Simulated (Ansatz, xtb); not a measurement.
H4NOP: where a starting geometry ends

The starting geometry of this gas-phase singlet has its atoms placed at random.

```xyz
7

N    -0.4157    0.1763   -1.3575
O    -1.4896   -0.8169    1.4772
P    -0.2481    0.0476    1.2513
H    -1.0213    0.2772   -0.5168
H    -1.5796   -0.3417    0.1905
H    -0.4712   -0.8978   -0.6709
H     0.6863   -0.4271   -0.1353
```

Question: One run relaxed it with r2SCAN-D4/def2-SVP. What is a likely outcome?

Answer: It ends as `NPO`. Distances that change by over a tenth: P3–H5 (1.75 → 2.25 Å). Contacts that close: N1–P3 (2.62 → 1.70 Å), N1–H6 (1.28 → 1.02 Å), O2–H5 (1.37 → 0.97 Å), P3–H7 (1.74 → 1.44 Å).

The energy falls by 9.12 eV over 17 steps:

```
step  E − E(last) (eV)
   1             9.122
   3             4.484
   5             1.713
   6             0.930
   8             0.233
  10             0.053
  12             0.015
  13             0.009
  15             0.000
  17             0.000
```

Final geometry (Å):

```xyz
7

N    -0.4474    0.2475   -0.9630
O    -1.4499   -0.5402    1.4743
P    -0.1650    0.2287    0.7166
H    -0.9969    1.0263   -1.3152
H    -1.5914   -1.4488    1.1715
H    -0.6217   -0.6029   -1.4950
H     0.7329   -0.8929    0.6494
```

From the same start GFN2-xTB reaches the same bonding as this run.

From so rough a start the end depends on the optimiser's path, so another program may land elsewhere. No frequencies were run, so the end isn't proven a minimum. Run with Ansatz 0.2.0, 51 s on 2 threads of AMD EPYC (Zen 3), with other jobs on the host.
